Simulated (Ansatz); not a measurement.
**[Br···H···OH], doublet: the ladder up to UCCSDT(Q)**

Geometry: a point of a hydrogen-transfer path between rigid fragments, not a stationary point.

```xyz
4

Br   -1.8076    0.2350    0.0000
H    -0.3870    0.2350    0.0000
O     0.9714    0.2350    0.0000
H     1.2232   -0.7050    0.0000
```

Basis cc-pVDZ; Ansatz 0.2.0. Only valence electrons are correlated (noble-gas cores and the filled d shells of p-block atoms frozen), which leaves 15 electrons in 36 orbitals. Prefix R: restricted or restricted open-shell reference; prefix U: unrestricted. Active spaces: pair = (3e, 3o) about the gap; valence = (15e, 10o) chosen from the atoms' valence shells. No spin–orbit coupling is included, and no scalar relativity.

Full CI isn't at hand for all of this; UCCSDT(Q) serves as the reference, and is uncertain by about the last step of the cluster series. The frozen core follows each run's orbitals, which can shift R against U totals by a few meV for light atoms and by up to 0.1 eV past Ca.

```
UHF ⟨S²⟩                            : 0.756
⟨S²⟩ of the determinant under UCCSD : 0.770
T1 diagnostic (RCCSD)               : 0.0278
largest doubles amplitude (RCCSD)   : 0.058
T1 diagnostic (UCCSD)               : 0.0188
```

```tsv
level	E − E(UCCSDT(Q)) (meV)	share of correlation (%)	wall time
UHF†	8833	–	3.1 s
UMP2	979	89.15	–
UCCSD	183	97.98	–
UCCSD(T)	33	99.63	15 s
UCCSDT	17	99.81	–
```

A dagger marks rows that describe another state than the reference (another or a broken symmetry, a higher spin or other natural occupations), so the difference isn't the method's error.

The correlation energy at UCCSDT(Q), counted from the determinant under the R cluster runs, is -9.020 eV. That run took 46 s on 1 thread of AMD EPYC 7R43, shared host.

Run but not shown, since their state or frozen core can't be matched to the reference's or they repeat it: RHF, RMP2, CISD, RCCSD, RCCSD(T), BCCD(T), RCCSDT, RCCSDT(Q), CASSCF (pair space), NEVPT2 (pair space), MRCISD (pair space), MRCISD+Q (pair space), CASSCF (valence space), NEVPT2 (valence space), MRCISD (valence space), MRCISD+Q (valence space).

Times hold each run's SCF and search for its determinant on a shared host, so for small cases they say little of a method's own cost; they ran on 1 thread of AMD EPYC 7R43.
